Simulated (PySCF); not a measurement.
Metal–ligand bonds in Ta(F)4–Y. Gas-phase values, no solvent. One relaxed conformer stands for each flexible species; it need not be the lowest. Multiplicities are imposed; where one is given, others were not computed. Strings in code marks are SMILES.

Method: PySCF 2.14.0 with TPSSh-D3(BJ)/def2-TZVP // PBE-D3(BJ)/def2-SVP. All candidates: neutral, multiplicity 2. 

* **highest occupied spin orbital**: -6.88 eV
* **dipole moment**: 2.02 D

Q: Which member has these values?
A. `[SH]`
B. `[NH2]`
C. `C[O]`
D. `[CH3]`

A: C, `C[O]`. The others give `[NH2]`: -7.98 eV, 1.93 D; `[CH3]`: -6.06 eV, 0.00 D; `[SH]`: -6.75 eV, 0.88 D
